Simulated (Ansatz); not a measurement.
# C2H2NO: the cost of one run

Method: UKS PBE0-D4/def2-TZVP; program: Ansatz 0.2.0.

## 1. Where the work starts

SMILES `N=C[C]=O`, 6 atoms, charge 0, spin multiplicity 2.

Atoms are counted from 1 here; the program's logs count them from 0.

Bond lengths: N1–C2 1.347 Å, N1–H5 1.037 Å, C2–C3 1.372 Å, C2–H6 1.108 Å, C3–O4 1.177 Å. Angles: C2–N1–H5 109.9°, N1–C2–C3 123.6°, N1–C2–H6 119.7°, C3–C2–H6 116.7°, C2–C3–O4 174.7°.

Geometry (Å):

```xyz
6

N    -0.92003    1.01321   -0.25646
C     0.27186    0.48331    0.07852
C     0.51263   -0.86572    0.13989
O     0.61602   -2.03799    0.16441
H    -1.59929    0.25522   -0.45462
H     1.11882    1.15198    0.32827
```

This geometry comes from a loose relaxation at PBE in a small basis, which is not shown.

## 4. Plan of the scan

The axes are (1) normal mode 1 (210 cm⁻¹): 11 values from −1.544 amu½·Å; (2) normal mode 4 (694 cm⁻¹): 11 values from −1.063 amu½·Å.

Nothing else is relaxed (straight displacements along the two mass-weighted modes). Energies count from the relaxed molecule at the same level. Points are written as (first, second).

Displacement patterns for an amplitude of 1 (Å):

| atom | x1 | y1 | z1 | x2 | y2 | z2 |
| --- | --- | --- | --- | --- | --- | --- |
| N1 | -0.011 | -0.146 | -0.004 | -0.050 | 0.080 | -0.014 |
| C2 | 0.085 | 0.062 | 0.025 | -0.070 | -0.008 | -0.020 |
| C3 | 0.086 | 0.067 | 0.025 | 0.215 | -0.015 | 0.061 |
| O4 | -0.125 | 0.037 | -0.035 | -0.046 | -0.070 | -0.014 |
| H5 | 0.108 | -0.269 | 0.029 | -0.146 | 0.178 | -0.041 |
| H6 | -0.002 | 0.175 | 0.001 | -0.144 | 0.099 | -0.040 |

(The set-up runs are not shown.)

## 5. Point (1.544 amu½·Å, −0.425 amu½·Å)

input.yaml

```yaml
crystal:
  periodic: [false, false, false]
  atoms:
    - { symbol: "N", position_ang: [-0.90898, 0.752428, -0.255006] }
    - { symbol: C, position_ang: [0.41995, 0.565307, 0.12345] }
    - { symbol: C, position_ang: [0.53704, -0.753245, 0.148716] }
    - { symbol: O, position_ang: [0.483632, -1.920977, 0.126332] }
    - { symbol: H, position_ang: [-1.373937, -0.204132, -0.393693] }
    - { symbol: H, position_ang: [1.162417, 1.333759, 0.340236] }
magnetization:
  spin_polarized: true
  initial_magnetization: 1
basis:
  gaussian: { orbitals: def2-TZVP }
hamiltonian:
  xc: pbe0
  dispersion: d4
output:
  forces: true
```

Launch:

```bash
$ ansatz run input.yaml --threads 1 --pin off --max-ram 2560MiB --backend cpu --events-out ev --progress --plain --runs-dir out
```

Q: Estimate wall time and peak memory on 1 thread of Arm Neoverse V1, shared host.

About 5.5 s, with a peak of 0.23 GiB.
